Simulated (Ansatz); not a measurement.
Born–Oppenheimer molecular dynamics of BFH₄O (7 atoms, charge 0, multiplicity 1). It starts at the highest image of a converged band, a first-order saddle point between two minima.

Theory: Ansatz, UKS PBE0/def2-SVP.

- ensemble: NVE (velocity Verlet)
- time step: 0.5 fs
- steps asked: 200
- starting velocities drawn for: 300 K
- seed: 8981

First frame:

```xyz
7
Properties=species:S:1:pos:R:3
B -0.569 -0.027 -0.192
O 0.777 0.614 -0.280
H -1.003 -0.387 -1.256
H -1.287 0.415 0.674
H 0.964 -0.575 0.229
F 0.227 -1.349 0.446
H 0.890 1.309 0.378
```

(1) What does the run give?

(2) What happens to the structure?

(3) How do temperature and energy run in time?

Answers

(1) The run went to its last step.

```yaml
steps_done: 200
time_covered: 100 fs
mean_temperature_over_the_second_half: 592 K
spread_of_the_potential_energy_over_the_second_half: 7.8 meV per atom
mean_potential_energy_of_the_second_half_above_the_start: -26.9 meV per atom
```

The conserved energy stayed within 0.23 meV per atom of its start (net change 0.066 meV per atom), so the integration is sound. The system heated up, since it started high on the potential surface and ran downhill. A run of 0.1 ps of so small a system gives no equilibrium averages. The orbitals stay closed-shell, which can raise the energy where a bond breaks towards radicals; this wasn't checked here.

(2) The step under study would form B1–F6, O2–H5 and break B1–O2, H5–F6. These pairs go: B1–F6 1.67 → 3.85 Å, O2–H5 1.31 → 3.81 Å, B1–O2 1.49 → 1.36 Å, H5–F6 1.09 → 0.94 Å. In the last frame they stand as before the step (other bonds may differ from the relaxed reactants and products). It ends as BH3O + FH. Pairs count as bonded within 1.25 times the sum of covalent radii (0.12 Å more for H–H). This is one draw of velocities; another would differ in detail.

(3) 
```csv
time (fs),T (K),potential energy less start (eV),conserved less start (meV/atom)
0.0,300,0.000,0.00
3.0,230,0.046,0.08
6.0,220,0.052,0.12
9.0,274,0.017,0.04
12.0,365,-0.042,-0.01
15.0,339,-0.024,0.19
18.0,419,-0.077,0.04
21.0,475,-0.113,-0.02
24.0,485,-0.118,0.19
27.0,602,-0.195,0.12
30.0,702,-0.260,-0.07
33.0,677,-0.243,0.07
36.0,665,-0.234,0.19
39.0,752,-0.293,-0.06
42.0,752,-0.292,-0.08
45.0,651,-0.226,0.19
48.0,708,-0.263,0.09
51.0,787,-0.316,-0.12
54.0,708,-0.263,0.06
57.0,634,-0.214,0.23
60.0,673,-0.241,0.00
63.0,694,-0.255,-0.10
66.0,603,-0.195,0.11
69.0,567,-0.171,0.14
72.0,654,-0.229,-0.09
75.0,651,-0.227,-0.04
78.0,566,-0.171,0.12
81.0,511,-0.135,0.12
84.0,512,-0.137,0.04
87.0,533,-0.150,0.03
90.0,525,-0.145,0.06
93.0,467,-0.107,0.13
96.0,494,-0.125,0.01
99.0,507,-0.134,-0.07
```

Run time: 7 min on 2 threads of Intel(R) Xeon(R) Platinum 8259CL CPU @ 2.50GHz (Skylake/Cascade Lake) (shared host), peak memory 0.16 GiB.
